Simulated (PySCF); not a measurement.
Compound: C5H8O (charge +1 and doublet state).
Numbering: `[CH3:1][O:2][C:3]1([CH3:4])[CH:5][CH+:6]1` (hydrogens: H7, H8, H9 on C1; H10, H11, H12 on C4; H13 on C5; H14 on C6)

Geometry (GFN2-xTB, Å), atoms numbered from 1 in this order:
```xyz
14
C5H8O angstrom
C      1.9442   -0.2228   -0.1681
O      0.8605    0.6316   -0.4178
C     -0.3987    0.2947   -0.0840
C     -0.7024   -1.0043    0.5689
C     -1.3132    1.5420    0.1680
C     -1.4730    1.0037   -0.9800
H      2.0530   -0.4336    0.9026
H      1.8288   -1.1818   -0.6868
H      2.8296    0.2944   -0.5367
H     -0.1675   -1.1006    1.5180
H     -1.7678   -1.0987    0.7593
H     -0.3837   -1.8431   -0.0565
H     -1.4542    2.2442    0.9559
H     -1.8565    0.8738   -1.9650
```

The hyperfine couplings belong to this conformer and change with its torsions.

Computed with UKS B3LYP, pcH-1 on C H O, non-relativistic, mean-field spin-orbit, GIAO in PySCF. Isolated species at its GFN2-xTB geometry (one conformer only). A GFN2-xTB geometry isn't a minimum of the functional, and hyperfine couplings can be far from their values at a DFT geometry, by a factor of two or more for some ions and for spin on atoms past the first row. The SCF solution wasn't tested for stability.

**Question.** What is the g tensor, term by term?

**Answer.** 
```csv
Δg (ppt),1,2,3
relativistic mass correction,-0.23,-0.23,-0.23
gauge correction,0.00,0.04,0.04
orbital Zeeman/spin–orbit,-0.48,3.60,6.23
total,-0.71,3.40,6.04
```

So g = 2.00161, 2.00572, 2.00836 and g_iso = 2.00523; the tensor is rhombic: the two nearest values differ by 39 % of g3 − g1. Axes: g1 points within 1° of the C5–C6 bond and g2 points within 8° of the C3–C4 bond.

**Question.** At 9.508 GHz, how far is the centre of the isotropic spectrum from where a free electron (g = 2.002319) resonates?

**Answer.** B = hν/(g μB) with μB/h = 13.99624 MHz/mT gives 339.27 mT for the free electron and 338.78 mT at g_iso, 0.49 mT lower.

**Question.** How much does each term add to the isotropic shift?

**Answer.** The orbital-Zeeman/spin–orbit term 3.12, the mass correction -0.23 and the gauge correction 0.03 ppt, for a total of 2.91 ppt. The orbital-Zeeman/spin–orbit term is the largest in size. The mass correction is the same along every axis, so the anisotropy comes from the other two: their spans along these axes are 0.04 (gauge) and 6.70 ppt (orbital Zeeman/spin–orbit).

**Question.** In a frozen sample, at which fields do the three g values resonate at 9.5, 34, 94 and 263 GHz (hyperfine left aside), and which band first spreads them over more than twice a line width of 1.0 mT?

**Answer.** 
```tsv
band	GHz	B(g3) mT	B(g2) mT	B(g1) mT	spread mT
X	9.5	337.96	338.41	339.10	1.14
Q	34.0	1209.56	1211.15	1213.63	4.08
W	94.0	3344.07	3348.47	3355.34	11.27
J	263.0	9356.28	9368.58	9387.82	31.54
```

The spread grows in proportion to the frequency. Q band is the first where it exceeds 2.0 mT.

Largest spin populations (Mulliken): O2 (+0.36), C3 (+0.22), C6 (+0.15) and C5 (+0.15).

The HOMO–LUMO gaps are 6.96 eV among the α and 3.69 eV among the β orbitals.

On one thread, Intel Xeon at 2.50 GHz (x86_64), shared host, this took 97 s (grids of density and orbitals included) and 0.84 GiB of memory at its peak.

The SMILES draws the unpaired electron on C5; the largest computed Mulliken spin population is on O2 (0.36 against 0.15).
